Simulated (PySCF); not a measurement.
# C₃H₃F₃: electronic excitations at several levels of theory

How much do the electronic excitations of C₃H₃F₃ (`F[C@H]1CC1(F)F`) depend on the level of theory, and what does each level cost?

Programs: PySCF 2.14.0, with density-fitted response routines of our own. Each step states its level of theory. These are calculated values for one molecule in the gas phase, unless marked as measured. Atoms are numbered from 0 throughout.

### 1 The starting structure

9 atoms, charge 0, multiplicity 1; geometry from: GFN2-xTB. The atoms were then displaced at random by about 0.01 Å, so the start is not that level's minimum.

Bonds of the start (Å): F0–C1 1.37, C1–C2 1.52, C2–C3 1.47, C3–F4 1.36, C3–F5 1.36, C3–C1 1.46, C1–H6 1.09, C2–H7 1.08, C2–H8 1.06.

### 2 Optimising the geometry at PBE0-D3(BJ)/def2-SVP

The job: settings as JSON, then the geometry in Å.

```
{"job": {"xc": "PBE0", "basis": "def2-SVP", "d3": "d3bj", "grid": 1, "shake": 0.01, "kind": "geom"}, "charge": 0, "multiplicity": 1}
F      1.650000    -0.516720    -0.966290
C      0.838420    -0.201640     0.090250
C     -0.224120     0.876440    -0.081400
C     -0.574330    -0.550570     0.036810
F     -1.141230    -1.202950    -1.018410
F     -1.205630    -0.988810     1.164270
H      1.396350    -0.309210     1.023970
H     -0.385080     1.546910     0.749660
H     -0.296560     1.329400    -1.032590
```

Launch:

```
$ OMP_NUM_THREADS=1 python probes_run.py task.json out
```

One launch serves the whole session: the jobs run in the order shown.

Output:

```text
step   0  E = -414.86466979  max force = 0.047756
step   1  E = -414.86592161  max force = 0.023486
step   2  E = -414.86880711  max force = 0.011479
step   3  E = -414.86937813  max force = 0.007914
step   4  E = -414.86953626  max force = 0.002511
step   5  E = -414.86955823  max force = 0.000796
step   6  E = -414.86957325  max force = 0.000754
step   7  E = -414.86958011  max force = 0.000850
step   8  E = -414.86958413  max force = 0.000446
optimisation converged
```

Run time: 30 s. Hardware: 1 thread of Arm Neoverse V1, shared host; peak memory 0.41 GiB.

Along the way:

```csv
step,energy from step 0 (eV),largest force component (eV/Å)
0,0.0000,2.4557
1,-0.0341,1.2077
2,-0.1126,0.5903
3,-0.1281,0.4070
4,-0.1324,0.1291
5,-0.1330,0.0409
6,-0.1334,0.0388
7,-0.1336,0.0437
8,-0.1337,0.0229
```

Close pairs (by a distance rule), those that changed most:

```
 bond  before (Å)  after (Å)  change (Å)
C2–H8       1.056      1.094      +0.038
C3–F4       1.364      1.331      -0.033
C3–F5       1.364      1.336      -0.028
C1–C3       1.456      1.481      +0.025
F0–C1       1.369      1.347      -0.022
C2–H7       1.080      1.093      +0.013
C2–C3       1.474      1.483      +0.009
C1–C2       1.523      1.519      -0.004
```

The end geometry stands in the next job.

```
                         at the end point                value
  point group (found at 0.08 Å tolerance)                   C1
rotational constants (GHz, main isotopes)  5.858, 3.058, 2.646
                        dipole moment (D)                 2.05
```

### 3 Ultraviolet spectrum: PBE0/def2-TZVP

The job: settings as JSON, then the geometry in Å.

```
{"job": {"kind": "uv", "xc": "PBE0", "basis": "def2-TZVP"}, "charge": 0, "multiplicity": 1}
F      1.836772    -0.021142    -0.644172
C      0.830007    -0.108100     0.246780
C     -0.357063     0.822143     0.064604
C     -0.475492    -0.628652    -0.220222
F     -0.593704    -1.036503    -1.482025
F     -1.195569    -1.401152     0.598588
H      1.160962    -0.351575     1.262448
H     -0.839640     1.234116     0.954320
H     -0.310671     1.474037    -0.812167
```

With the program's defaults for keys left out, this is: TDDFT PBE0/def2-TZVP, vertical, gas phase, core orbitals frozen in the response.

Output:

```text
coarse grid: 8376 points
cycle   1  E = -415.2603461489  dE =  1.043e+00  |g| = 7.641e-01  |ddm| = 2.551e+00
cycle   2  E = -415.1632889160  dE =  9.706e-02  |g| = 1.130e+00  |ddm| = 1.046e+00
cycle   3  E = -415.3512131745  dE = -1.879e-01  |g| = 7.358e-02  |ddm| = 6.582e-01
cycle   4  E = -415.3520179813  dE = -8.048e-04  |g| = 3.566e-02  |ddm| = 8.257e-02
cycle   5  E = -415.3522780914  dE = -2.601e-04  |g| = 7.355e-03  |ddm| = 3.052e-02
cycle   6  E = -415.3522876600  dE = -9.569e-06  |g| = 2.300e-03  |ddm| = 8.705e-03
final grid: 84552 points
cycle   7  E = -415.3553892561  dE = -7.193e-05  |g| = 5.431e-03  |ddm| = 4.243e-02
cycle   8  E = -415.3553847866  dE =  4.470e-06  |g| = 7.637e-03  |ddm| = 8.813e-03
cycle   9  E = -415.3553945145  dE = -9.728e-06  |g| = 6.670e-04  |ddm| = 5.008e-03
cycle  10  E = -415.3553945709  dE = -5.643e-08  |g| = 2.499e-04  |ddm| = 8.525e-04
cycle  11  E = -415.3553945820  dE = -1.104e-08  |g| = 4.199e-05  |ddm| = 2.593e-04
cycle  12  E = -415.3553945822  dE = -2.583e-10  |g| = 1.890e-05  |ddm| = 4.135e-05
converged SCF energy = -415.3553945822

Static polarisability (au): isotropic 35.135, principal 34.140 35.249 36.016

Singlet excitations
state   eV       nm        f      main configurations
  1   7.6070    163.0   0.00184   H->L 0.97
  2   8.4378    146.9   0.00272   H-1->L 0.97
  3   8.8416    140.2   0.03789   H->L+1 0.94
  4   9.2453    134.1   0.00585   H->L+2 0.93
  5   9.6291    128.8   0.01075   H-1->L+1 0.72, H->L+3 0.21
  6   9.6797    128.1   0.00145   H->L+3 0.72, H-1->L+1 0.23
  7  10.1000    122.8   0.06657   H-1->L+2 0.43, H->L+4 0.42
  8  10.1776    121.8   0.07705   H-1->L+2 0.45, H->L+4 0.40
  9  10.5406    117.6   0.04357   H->L+5 0.60, H-1->L+3 0.26
 10  10.6947    115.9   0.07905   H-1->L+3 0.59, H->L+5 0.21, H->L+4 0.09

Triplet excitations (Tamm-Dancoff, eV): 7.0401 7.9864 8.5801 8.7089
```

Run time: 27 s. Hardware: 1 thread of Arm Neoverse V1, shared host; peak memory 0.78 GiB.

Frontier orbitals and where they lie:

```csv
orbital,eV,atoms
HOMO−3,-11.85,"F4 32 %, F0 30 %, F5 11 %"
HOMO−2,-11.62,"F0 26 %, F5 22 %, C2 16 %"
HOMO−1,-9.25,"C2 36 %, C1 23 %, F0 19 %"
HOMO,-8.38,"C3 27 %, C1 22 %, C2 13 %"
LUMO,0.96,"C1 24 %, H6 16 %, C3 16 %"
LUMO+1,1.81,"H8 33 %, H7 24 %, C2 20 %"
LUMO+2,2.28,"C1 29 %, H6 28 %, C2 21 %"
```

With each of the 10 states as a Gaussian band of 0.4 eV half-width at 1/e, the curve within the window shown has maxima at 163 nm (ε 76), 140 nm (ε 1,700), 121 nm (ε 7,400) L/(mol cm). Beyond the last state computed it falls off for lack of states. The curve at chosen wavelengths:

| nm | ε (L/mol/cm) |
| --- | --- |
| 113 | 2376 |
| 116 | 5467 |
| 118 | 6763 |
| 121 | 7398 |
| 123 | 6699 |
| 126 | 4043 |
| 128 | 2365 |
| 131 | 1111 |
| 133 | 948 |
| 136 | 1242 |
| 139 | 1630 |
| 141 | 1649 |
| 144 | 1252 |
| 146 | 873 |
| 149 | 414 |
| 151 | 231 |
| 154 | 101 |
| 157 | 68 |
| 159 | 69 |
| 162 | 76 |
| 164 | 75 |
| 167 | 62 |
| 169 | 49 |
| 172 | 29 |
| 174 | 19 |
| 177 | 8 |

Further results of this job:

```csv
property,computed
dipole moment (D),2.17
polarisability (Å³),5.21
HOMO–LUMO gap (eV),9.34
−ε(HOMO) (eV),8.38
```

### 4 TDDFT and polarisability: PBE0/aug-cc-pVDZ

The job, as its differences from that of step 3:

```diff
@@ -1,2 +1,2 @@
-{"job": {"kind": "uv", "xc": "PBE0", "basis": "def2-TZVP"}, "charge": 0, "multiplicity": 1}
+{"job": {"kind": "uv", "xc": "PBE0", "basis": "aug-cc-pVDZ"}, "charge": 0, "multiplicity": 1}
 F      1.836772    -0.021142    -0.644172
```

Level: TDDFT PBE0/aug-cc-pVDZ, vertical, gas phase, core orbitals frozen in the response.

Output:

```text
coarse grid: 8376 points
cycle   1  E = -415.1484265366  dE =  1.062e+00  |g| = 6.895e-01  |ddm| = 6.292e+00
cycle   2  E = -415.0677098052  dE =  8.072e-02  |g| = 1.002e+00  |ddm| = 2.080e+00
cycle   3  E = -415.2297999726  dE = -1.621e-01  |g| = 6.795e-02  |ddm| = 1.218e+00
cycle   4  E = -415.2305407083  dE = -7.407e-04  |g| = 2.975e-02  |ddm| = 1.652e-01
cycle   5  E = -415.2307330903  dE = -1.924e-04  |g| = 6.143e-03  |ddm| = 6.132e-02
cycle   6  E = -415.2307402782  dE = -7.188e-06  |g| = 2.021e-03  |ddm| = 1.220e-02
final grid: 84552 points
cycle   7  E = -415.2343714768  dE = -3.080e-05  |g| = 6.841e-03  |ddm| = 1.061e-01
cycle   8  E = -415.2343616531  dE =  9.824e-06  |g| = 1.036e-02  |ddm| = 2.510e-02
cycle   9  E = -415.2343805087  dE = -1.886e-05  |g| = 5.041e-04  |ddm| = 1.302e-02
cycle  10  E = -415.2343805594  dE = -5.066e-08  |g| = 1.737e-04  |ddm| = 1.360e-03
cycle  11  E = -415.2343805654  dE = -5.983e-09  |g| = 3.452e-05  |ddm| = 3.652e-04
cycle  12  E = -415.2343805655  dE = -1.642e-10  |g| = 1.894e-05  |ddm| = 7.126e-05
converged SCF energy = -415.2343805655

Static polarisability (au): isotropic 37.592, principal 36.237 38.009 38.530

Singlet excitations
state   eV       nm        f      main configurations
  1   7.1703    172.9   0.00811   H->L 0.84
  2   7.6839    161.4   0.01644   H->L+1 0.69, H->L 0.12, H->L+4 0.11
  3   7.9871    155.2   0.00335   H-1->L 0.82
  4   8.0679    153.7   0.00144   H->L+4 0.43, H->L+2 0.27, H->L+1 0.19
  5   8.1786    151.6   0.00595   H->L+2 0.50, H->L+3 0.39
  6   8.3080    149.2   0.01595   H->L+3 0.48, H->L+4 0.30, H->L+2 0.18
  7   8.5006    145.9   0.02074   H-1->L+1 0.71, H-1->L 0.13, H-1->L+4 0.12
  8   8.9095    139.2   0.01797   H-1->L+2 0.38, H-1->L+4 0.32, H-1->L+1 0.13
  9   9.0460    137.1   0.02317   H-1->L+2 0.52, H-1->L+4 0.29
 10   9.1056    136.2   0.03618   H->L+5 0.87

Triplet excitations (Tamm-Dancoff, eV): 6.8247 7.4826 7.7174 7.8725
```

Run time: 20 s. Hardware: 1 thread of Arm Neoverse V1, shared host; peak memory 0.72 GiB.

Key values: HOMO -8.43 eV, LUMO -0.06 eV; lowest singlet 7.17 eV.

### 5 Excited states and response: PBE0/def2-TZVPD

The job, as its differences from that of step 4:

```diff
@@ -1,2 +1,2 @@
-{"job": {"kind": "uv", "xc": "PBE0", "basis": "aug-cc-pVDZ"}, "charge": 0, "multiplicity": 1}
+{"job": {"kind": "uv", "xc": "PBE0", "basis": "def2-TZVPD"}, "charge": 0, "multiplicity": 1}
 F      1.836772    -0.021142    -0.644172
```

Method: TDDFT PBE0/def2-TZVPD, vertical, gas phase, core orbitals frozen in the response.

Output:

```text
coarse grid: 8376 points
cycle   1  E = -415.2628555356  dE =  1.046e+00  |g| = 7.632e-01  |ddm| = 2.964e+00
cycle   2  E = -415.1645218443  dE =  9.833e-02  |g| = 1.134e+00  |ddm| = 1.198e+00
cycle   3  E = -415.3536075662  dE = -1.891e-01  |g| = 7.421e-02  |ddm| = 6.621e-01
cycle   4  E = -415.3544072346  dE = -7.997e-04  |g| = 3.627e-02  |ddm| = 1.481e-01
cycle   5  E = -415.3546739335  dE = -2.667e-04  |g| = 7.441e-03  |ddm| = 5.414e-02
cycle   6  E = -415.3546835746  dE = -9.641e-06  |g| = 2.348e-03  |ddm| = 1.128e-02
final grid: 84552 points
cycle   7  E = -415.3577952972  dE = -7.486e-05  |g| = 5.452e-03  |ddm| = 1.730e-01
cycle   8  E = -415.3577907753  dE =  4.522e-06  |g| = 7.693e-03  |ddm| = 1.433e-02
cycle   9  E = -415.3578005497  dE = -9.774e-06  |g| = 6.775e-04  |ddm| = 7.003e-03
cycle  10  E = -415.3578006086  dE = -5.890e-08  |g| = 2.538e-04  |ddm| = 1.109e-03
cycle  11  E = -415.3578006200  dE = -1.139e-08  |g| = 4.137e-05  |ddm| = 4.127e-04
cycle  12  E = -415.3578006203  dE = -2.344e-10  |g| = 1.947e-05  |ddm| = 6.437e-05
converged SCF energy = -415.3578006203

Static polarisability (au): isotropic 37.912, principal 36.584 38.332 38.820

Singlet excitations
state   eV       nm        f      main configurations
  1   7.3138    169.5   0.00508   H->L 0.85, H->L+1 0.09
  2   7.9350    156.2   0.02028   H->L+1 0.77, H->L 0.13
  3   8.1328    152.4   0.00311   H-1->L 0.83, H-1->L+1 0.09
  4   8.4043    147.5   0.00200   H->L+3 0.72, H->L+2 0.09, H->L+4 0.08
  5   8.4364    147.0   0.00994   H->L+2 0.87
  6   8.7003    142.5   0.01483   H->L+4 0.75, H->L+3 0.15
  7   8.7696    141.4   0.02711   H-1->L+1 0.73, H-1->L 0.13
  8   9.2691    133.8   0.05051   H-1->L+3 0.82
  9   9.3969    131.9   0.02083   H-1->L+2 0.76, H-1->L+4 0.18
 10   9.4863    130.7   0.03131   H->L+5 0.49, H-1->L+4 0.28, H-1->L+2 0.14

Triplet excitations (Tamm-Dancoff, eV): 6.8861 7.7316 7.8080 8.1527
```

Run time: 39 s. Hardware: 1 thread of Arm Neoverse V1, shared host; peak memory 0.89 GiB.

This run: HOMO -8.44 eV, LUMO 0.28 eV; lowest singlet 7.31 eV.

### 6 Excited states and response: PBE0/6-31+G*

The job, as its differences from that of step 5:

```diff
@@ -1,2 +1,2 @@
-{"job": {"kind": "uv", "xc": "PBE0", "basis": "def2-TZVPD"}, "charge": 0, "multiplicity": 1}
+{"job": {"kind": "uv", "xc": "PBE0", "basis": "6-31+G*"}, "charge": 0, "multiplicity": 1}
 F      1.836772    -0.021142    -0.644172
```

Method: TDDFT PBE0/6-31+G*, vertical, gas phase, core orbitals frozen in the response.

Output:

```text
coarse grid: 8376 points
cycle   1  E = -415.1232163341  dE =  1.053e+00  |g| = 6.671e-01  |ddm| = 3.388e+00
cycle   2  E = -415.0504785525  dE =  7.274e-02  |g| = 9.637e-01  |ddm| = 1.323e+00
cycle   3  E = -415.2019243435  dE = -1.514e-01  |g| = 6.510e-02  |ddm| = 7.529e-01
cycle   4  E = -415.2025988752  dE = -6.745e-04  |g| = 2.954e-02  |ddm| = 1.092e-01
cycle   5  E = -415.2027921731  dE = -1.933e-04  |g| = 5.299e-03  |ddm| = 5.053e-02
cycle   6  E = -415.2027973776  dE = -5.204e-06  |g| = 1.938e-03  |ddm| = 9.315e-03
final grid: 84552 points
cycle   7  E = -415.1942061787  dE = -2.261e-05  |g| = 7.604e-03  |ddm| = 4.106e-02
cycle   8  E = -415.1941937141  dE =  1.246e-05  |g| = 1.162e-02  |ddm| = 1.842e-02
cycle   9  E = -415.1942170022  dE = -2.329e-05  |g| = 4.394e-04  |ddm| = 9.884e-03
cycle  10  E = -415.1942170434  dE = -4.127e-08  |g| = 1.519e-04  |ddm| = 9.935e-04
cycle  11  E = -415.1942170481  dE = -4.689e-09  |g| = 3.533e-05  |ddm| = 3.533e-04
cycle  12  E = -415.1942170483  dE = -1.849e-10  |g| = 1.725e-05  |ddm| = 5.640e-05
converged SCF energy = -415.1942170483

Static polarisability (au): isotropic 34.828, principal 33.756 34.987 35.742

Singlet excitations
state   eV       nm        f      main configurations
  1   7.3614    168.4   0.00463   H->L 0.90
  2   8.0684    153.7   0.02716   H->L+1 0.82
  3   8.1633    151.9   0.00242   H-1->L 0.88
  4   8.3756    148.0   0.00271   H->L+3 0.58, H->L+2 0.20, H->L+4 0.10
  5   8.4412    146.9   0.00791   H->L+2 0.75, H->L+3 0.10, H->L+4 0.10
  6   8.6519    143.3   0.01669   H->L+4 0.72, H->L+3 0.22
  7   8.8658    139.8   0.03612   H-1->L+1 0.83
  8   9.2214    134.5   0.04431   H-1->L+3 0.64, H-1->L+2 0.20
  9   9.4044    131.8   0.02443   H-1->L+4 0.66, H-1->L+2 0.23
 10   9.4404    131.3   0.03075   H-1->L+2 0.51, H-1->L+3 0.19, H->L+5 0.14

Triplet excitations (Tamm-Dancoff, eV): 6.9293 7.8246 7.8893 8.1327
```

Wall time 12 s (1 thread of Arm Neoverse V1, shared host); peak memory 0.58 GiB.

In short: HOMO -8.47 eV, LUMO 0.31 eV; lowest singlet 7.36 eV.

### 7 Run by run: electronic excitations

Excitations and ground-state properties, with basis size and wall time:

| run | lowest singlet (eV) | brightest (eV) | f | gap (eV) | α (Å³) | μ (D) | functions | time |
| --- | --- | --- | --- | --- | --- | --- | --- | --- |
| PBE0/def2-TZVP | 7.61 | 10.69 | 0.079 | 9.34 | 5.21 | 2.17 | 204 | 27 s |
| PBE0/aug-cc-pVDZ | 7.17 | 9.11 | 0.036 | 8.37 | 5.57 | 2.25 | 165 | 20 s |
| PBE0/def2-TZVPD | 7.31 | 9.27 | 0.051 | 8.71 | 5.62 | 2.23 | 258 | 39 s |
| PBE0/6-31+G* | 7.36 | 9.22 | 0.044 | 8.77 | 5.16 | 2.34 | 114 | 12 s |

### 8 What came out

```
                                quantity                          value
                             point group                             C1
    rotational constants (main isotopes)           5.86, 3.06, 2.65 GHz
         lowest singlet (PBE0/def2-TZVP)    7.61 eV (163 nm), f = 0.002
brightest single state of those computed  state 10, 10.69 eV, f = 0.079
                          lowest triplet                        7.04 eV
             range of the lowest singlet                7.17 to 7.61 eV
```

**Reading.** Single values in the summary come from the first run of each kind that ended normally (PBE0/def2-TZVP), which need not be the best level. The optimisation took 8 steps and gained 0.134 eV; among the close pairs (by a distance rule), C2–H8 changed most, from 1.056 to 1.094 Å. No frequency check was run at this level, so the end point may be a saddle. The first singlet state (HOMO→LUMO 0.97) lies at 7.61 eV and is weak; of the 10 states computed, the strongest absorption comes from state 10 at 10.69 eV (the last computed, so partners may be missing). The lowest triplet lies 0.57 eV below the lowest singlet (triplets in Tamm-Dancoff, singlets in full TDDFT). States above −ε(HOMO) lie where TDDFT describes them poorly and they hang on the basis; the brightest is among them. The basis of PBE0/def2-TZVP has no diffuse functions, so Rydberg states are missing and the high states are unreliable. The lowest singlet runs from 7.17 eV (PBE0/aug-cc-pVDZ) to 7.61 eV (PBE0/def2-TZVP), while the orbital gap spans 8.37 to 9.34 eV. The lowest state need not be the same one in every run. The runs solved for a few states only, so the brightest column depends on that window.
